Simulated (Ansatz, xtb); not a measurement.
## Relaxing a trial structure of H3OPSi−

The starting geometry of this gas-phase doublet has its atoms placed at random.

```
atom    x (Å)    y (Å)    z (Å)
   O   1.7307  -0.2175   1.3241
   P   0.5733  -1.0386   0.3049
  Si  -0.6599   1.2912  -0.9332
   H   0.0528  -0.9798  -1.5999
   H  -1.6437   0.0145  -1.1032
   H  -0.4127   0.2021  -0.2317
```

Task: Guess where an optimisation with r2SCAN-D4/def2-SVPD ends from this start.

Result: It ends as a structure with H4 bridging Si3 and P2, given below by its coordinates. Distances that change by over a tenth: O1–P2 (1.75 → 1.54 Å), P2–H4 (1.98 → 1.73 Å), Si3–H6 (1.32 → 1.53 Å). Contacts that open: P2–H6 (1.67 → 3.09 Å). Contacts that close: Si3–H4 (2.47 → 1.62 Å).

The energy falls by 3.96 eV over 23 steps:

```json
{"step": "1", "E − E(last) (eV)": "3.956"}
{"step": "3", "E − E(last) (eV)": "0.940"}
{"step": "6", "E − E(last) (eV)": "0.354"}
{"step": "8", "E − E(last) (eV)": "0.310"}
{"step": "11", "E − E(last) (eV)": "0.247"}
{"step": "13", "E − E(last) (eV)": "0.175"}
{"step": "16", "E − E(last) (eV)": "0.093"}
{"step": "18", "E − E(last) (eV)": "0.011"}
{"step": "21", "E − E(last) (eV)": "0.000"}
{"step": "23", "E − E(last) (eV)": "0.000"}
```

Final geometry (Å):

```xyz
6

O     1.9257   -0.8727    0.9304
P     0.6529   -1.4192    0.2478
Si   -0.7046    0.8082   -1.3064
H     0.4448   -0.3057   -1.0532
H    -1.8418   -0.2205   -1.2012
H    -0.8364    1.2817    0.1436
```

From the same start GFN2-xTB ends elsewhere, differing in P2–H6 (1.44 against 3.09 Å here), Si3–H4 (2.15 against 1.62 Å here), Si3–H6 (2.15 against 1.53 Å here).

From so rough a start the end depends on the optimiser's path, so another program may land elsewhere. The end wasn't checked by frequencies. Open shells are spin-unrestricted. Run with Ansatz 0.2.0, 110 s on 2 threads of Arm Neoverse V2, on a shared host.
